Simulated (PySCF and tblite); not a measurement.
Molecule: C4H8FN, numbered as in [F:1][C@@H:2]1[CH2:3][CH2:4][NH:5][CH2:6]1; H named by carrier, a and b as here (out-of-plane angle 0°, Å):

```
F1       0.769   -2.061   -0.482
C2       0.258   -1.097    0.367
C3      -1.058   -0.545   -0.199
C4      -0.829    0.969   -0.362
N5       0.594    1.103   -0.353
C6       1.220    0.100    0.445
H2       0.135   -1.600    1.331
H3a     -1.900   -0.763    0.453
H3b     -1.234   -1.014   -1.166
H4a     -1.302    1.510    0.479
H4b     -1.254    1.352   -1.292
H5       1.091    1.814   -0.843
H6a      2.205   -0.172    0.058
H6b      1.332    0.406    1.502
```

The mean out-of-plane torsion at N5 (0° is planar) is held and the rest relaxed at GFN2-xTB. Energies: PBE0/pcSseg-1 + D3(BJ). Couplings: B3LYP/6-31G* with H pcJ-1 F pcJ-1 N pcJ-1, gas phase, for ¹H, ¹⁹F, ¹⁵N. (tblite 0.8, PySCF 2.14.)

One held structure gave ¹J(N5,H5) = -83.2, ³J(H5,H6b) = 11.9, ³J(H4a,H5) = 11.7, ³J(F1,H3a) = 15.3, ³J(F1,H6b) = 32.5, ³J(H5,H6a) = 8.1, ³J(F1,H6a) = 23.0, ³J(H4b,H5) = 7.7 Hz. Computed couplings to fluorine can be off by tens of per cent at such levels.

Q: At which out-of-plane angle was it held?
A. -45°
B. -28°
C. 46°
D. 28°
E. 0°

A: D. It lies 2.06 kcal/mol above the lowest point.
